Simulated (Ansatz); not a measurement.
Reaction (SMILES): SC (CH3-SH) → CH4S+ (doublet, bonded as CS) + e-
B3LYP-D3(BJ)/def2-TZVP geometries, fixed; electronic energies without zero-point terms.
Largest species:
```
C
H 1 1.0879
H 1 1.0879 2 110.33
H 1 1.0886 2 108.79 3 -119.26
S 1 1.8231 2 111.32 4 -116.63
H 5 1.3429 1 97.06 2 -61.78
```

Basis-set convergence of the adiabatic ionisation energy at PBE with Ansatz (a quantum-chemistry and plane-wave program). Cartesian d functions, on some or all atoms, in 6-31G*, 6-31+G*, 6-311G**, 6-311+G**; all else is spherical. Open shells are unrestricted. No added dispersion term, no relativity. Functions are those of the species that has most. Reference: the value in aug-pcseg-3, 9.238 eV, itself unsure by roughly 0.002 eV (its mean distance from aug-cc-pV(Q+d)Z, cc-pV(5+d)Z, def2-QZVPPD). Deviations are taken from unrounded values.

| basis | functions | adiabatic ionisation energy (eV) |
|---|---|---|
| 6-31G* | 42 | 9.216 |
| 6-31+G* | 50 | 9.274 |
| def2-SVP | 52 | 9.182 |
| def2-SVPD | 79 | 9.295 |
| pcseg-1 | 52 | 9.306 |
| aug-pcseg-1 | 86 | 9.287 |
| cc-pV(D+d)Z | 57 | 9.162 |
| aug-cc-pV(D+d)Z | 91 | 9.248 |
| 6-311G** | 69 | 9.291 |
| 6-311+G** | 77 | 9.288 |
| def2-TZVP | 92 | 9.215 |
| def2-TZVPD | 119 | 9.239 |
| pcseg-2 | 120 | 9.248 |
| aug-pcseg-2 | 188 | 9.249 |
| cc-pV(T+d)Z | 125 | 9.220 |
| aug-cc-pV(T+d)Z | 193 | 9.241 |
| def2-TZVPP | 129 | 9.218 |
| def2-TZVPPD | 156 | 9.241 |
| cc-pV(Q+d)Z | 239 | 9.231 |
| aug-cc-pV(Q+d)Z | 353 | 9.239 |
| def2-QZVPP | 247 | 9.233 |
| def2-QZVPPD | 274 | 9.239 |
| pcseg-3 | 256 | 9.237 |
| aug-pcseg-3 | 370 | 9.238 |

What the diffuse functions change, pair by pair:
- 6-31G* to 6-31+G*: 8 more functions, deviation -0.022 to 0.036 eV
- def2-SVP to def2-SVPD: 27 more functions, deviation -0.056 to 0.057 eV
- pcseg-1 to aug-pcseg-1: 34 more functions, deviation 0.068 to 0.049 eV
- cc-pV(D+d)Z to aug-cc-pV(D+d)Z: 34 more functions, deviation -0.076 to 0.010 eV
- 6-311G** to 6-311+G**: 8 more functions, deviation 0.053 to 0.050 eV
- def2-TZVP to def2-TZVPD: 27 more functions, deviation -0.023 to 0.002 eV
- pcseg-2 to aug-pcseg-2: 68 more functions, deviation 0.010 to 0.011 eV
- cc-pV(T+d)Z to aug-cc-pV(T+d)Z: 68 more functions, deviation -0.018 to 0.003 eV
- def2-TZVPP to def2-TZVPPD: 27 more functions, deviation -0.020 to 0.003 eV
- cc-pV(Q+d)Z to aug-cc-pV(Q+d)Z: 114 more functions, deviation -0.007 to 0.001 eV
- def2-QZVPP to def2-QZVPPD: 27 more functions, deviation -0.005 to 0.001 eV
- pcseg-3 to aug-pcseg-3: 114 more functions, deviation -0.001 to 0.000 eV

Leaving out the reference's own pair, they bring the value nearer the reference by more than 0.002 eV in 8 of 11 pairs.
